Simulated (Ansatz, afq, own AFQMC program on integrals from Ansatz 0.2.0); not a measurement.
# Atomization energy of Al₂H₂, singlet

```yaml
atoms:
  - { symbol: Al, position_ang: [0.0000, 0.0925, 1.2647] }
  - { symbol: Al, position_ang: [0.0000, -0.0193, -1.3669] }
  - { symbol: H, position_ang: [0.0000, -0.6882, 2.6804] }
  - { symbol: H, position_ang: [0.0000, -1.2711, 0.0548] }
```

Connectivity, by distances: AlH–Al, 1 bridging H.

Atoms in their ground-state spins without spin–orbit coupling (mostly on UHF) minus the molecule (RHF), without zero-point energy. The geometry is a stationary point, not shown to be a minimum.

Basis cc-pVTZ. Only valence electrons are correlated. Ansatz 0.2.0 and our own AFQMC program on the same integrals; the CISD trial comes from CCSD amplitudes, and released means the phaseless constraint is let go. Uncertainties: one standard error, sampling alone. The errors of all members are added in quadrature.

No full CI on the walks' own integrals is used here; CCSDT(Q) serves as the reference and is uncertain by about the last step of the cluster series. Each member takes its own surest rung, up to full CI.

Errors are counted within cc-pVTZ, not against nature.

Cautions: Al₂H₂ (singlet): higher spins were not checked, restricted determinant unstable towards unrestricted (UHF 104 meV lower, ⟨S²⟩ 0.56), the released energies are still falling, so no released level is given (meV from the phaseless value at times in 1/Eh: -2 ± 4 at 0.24, -2 ± 4 at 0.50, -5 ± 4 at 1.00, -11 ± 4 at 1.50), though the last usable value meets CCSDT(Q) within the noise, the ph-AFQMC/CISD walk drifts between its halves (2.3 errors), its ph-AFQMC/CISD value lies 17 ± 4 meV above CCSDT(Q).

| level | atomization energy (kJ/mol) |
| --- | --- |
| CCSD | 677.2 |
| MP2 | 665.0 |

(1) From these cheaper values, estimate the atomization energy at the reference level in cc-pVTZ.

(1) 691.4 kJ/mol (CCSDT(Q) in cc-pVTZ).

```json
{"level": "HF", "atomization energy (kJ/mol)": "482.1", "error against CCSDT(Q) (kJ/mol)": "-209.2"}
{"level": "CCSD(T)", "atomization energy (kJ/mol)": "689.1", "error against CCSDT(Q) (kJ/mol)": "-2.3"}
{"level": "ph-AFQMC/HF", "atomization energy (kJ/mol)": "708.9 ± 2.5", "error against CCSDT(Q) (kJ/mol)": "17.5 ± 2.5"}
{"level": "ph-AFQMC/CISD", "atomization energy (kJ/mol)": "691.0 ± 0.4", "error against CCSDT(Q) (kJ/mol)": "-0.4 ± 0.4"}
```

Correlation beyond CCSD(T) adds 2.3 kJ/mol. The perturbative (T) step is worth +11.9 kJ/mol.

A walk keeps the symmetry of its determinant, which the program's search chose and which needn't be the lowest solution, so a lower state of the same spin and another symmetry isn't excluded.
